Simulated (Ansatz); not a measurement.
Geometry optimisation, RKS PBE/def2-SVP (Ansatz).

input.yaml

```yaml
crystal:
  periodic: [false, false, false]
  atoms:
    - { symbol: C, position_ang: [-0.76677, 0.64674, -1.50535] }
    - { symbol: Al, position_ang: [0.00868, 0.37968, 0.21567] }
    - { symbol: "N", position_ang: [0.93956, -1.12073, 0.76528] }
    - { symbol: H, position_ang: [-1.82484, 0.28513, -1.40472] }
    - { symbol: H, position_ang: [-0.88736, 1.74796, -1.66529] }
    - { symbol: H, position_ang: [0.05641, 1.27166, 1.6451] }
    - { symbol: H, position_ang: [0.54654, -1.88742, 1.30312] }
    - { symbol: H, position_ang: [1.92778, -1.32301, 0.64619] }
total_charge: -1
basis:
  gaussian: { orbitals: def2-SVP }
hamiltonian:
  xc: pbe
relax:
  f_tol: 0.015
  max_steps: 40
```

Command:

```bash
$ ansatz run input.yaml --threads 1 --pin off --max-ram 2048MiB --backend cpu --events-out ev --progress --plain --runs-dir out
```

Problem. Where does it end, and by what steps?

Solution. It converged. Limits of this set-up: an anion without diffuse functions, the dipole of an ion depends on the origin. After 32 steps the energy has fallen by 1.051 eV; H8 moved furthest, 1.34 Å.

| step | energy less start (eV) | largest force component (eV/Å) | accepted |
| --- | --- | --- | --- |
| 0 | 0.0000 | 0.563 | yes |
| 2 | -0.4862 | 1.527 | yes |
| 4 | -0.8576 | 1.104 | yes |
| 6 | -0.9479 | 0.469 | yes |
| 8 | -0.9821 | 0.174 | yes |
| 10 | -0.9849 | 0.114 | no |
| 12 | -0.9891 | 0.065 | yes |
| 14 | -0.9919 | 0.058 | yes |
| 16 | -0.9939 | 0.518 | no |
| 18 | -1.0017 | 0.109 | yes |
| 20 | -1.0089 | 0.487 | yes |
| 22 | -1.0415 | 0.074 | yes |
| 24 | -1.0468 | 0.045 | yes |
| 26 | -1.0425 | 0.261 | no |
| 28 | -1.0500 | 0.052 | no |
| 30 | -1.0508 | 0.026 | yes |
| 32 | -1.0508 | 0.006 | yes |

```xyz
8
Properties=species:S:1:pos:R:3
C -0.786 0.806 -1.221
Al -0.101 0.358 0.438
N 0.678 -1.274 0.934
H -0.810 0.150 -2.117
H -1.337 1.753 -1.400
H -0.056 1.348 1.753
H 1.568 -1.198 1.443
H 0.845 -1.943 0.170
```

Run time: 64 s on 1 thread of Arm Neoverse V1, with other jobs on the host, peak memory 0.13 GiB.
